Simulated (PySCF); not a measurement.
Species, as SMILES: C=CF.
Geometry (B3LYP-D3(BJ)/def2-TZVP, fixed):
```xyz
6

C      0.0048     0.4339    -0.0020
C      1.1838    -0.1536     0.0049
F     -1.1460    -0.2672    -0.0028
H     -0.1758     1.5010    -0.0077
H      1.2800    -1.2303     0.0104
H      2.0778     0.4520     0.0052
```
Charge 0, spin multiplicity 1.

Basis-set convergence of the lowest singlet excitation energy at PBE with PySCF. Tamm-Dancoff approximation; the state is taken by its order, and sets in which it differs in degeneracy or brightness are left out, yet its character can still change. All functions are spherical. Density fitting with generated auxiliary sets. No added dispersion term, no relativity. Reference: the value in d-aug-cc-pVTZ, 6.174 eV, itself unsure by roughly 0.058 eV (its mean distance from aug-pcseg-2, aug-cc-pVTZ). Deviations are taken from unrounded values. Cost is core time over that of 6-311G**, rough, on shared machines of one kind.

| basis | functions | lowest singlet excitation energy (eV) | minus reference (eV) | cost |
|---|---|---|---|---|
| 6-311G** | 72 | 7.576 | 1.402 | 1× |
| 6-311++G(2d,2p) | 111 | 6.332 | 0.157 | 2× |
| def2-TZVP | 111 | 7.760 | 1.585 | 2× |
| def2-TZVPP | 135 | 7.766 | 1.591 | 2× |
| def2-TZVPD | 141 | 6.623 | 0.449 | 2× |
| def2-TZVPPD | 165 | 6.620 | 0.445 | 5× |
| 6-311++G(3df,3pd) | 171 | 6.340 | 0.166 | 4× |
| def2-QZVPP | 261 | 7.121 | 0.946 | 5× |
| def2-QZVPPD | 291 | 6.476 | 0.302 | 7× |
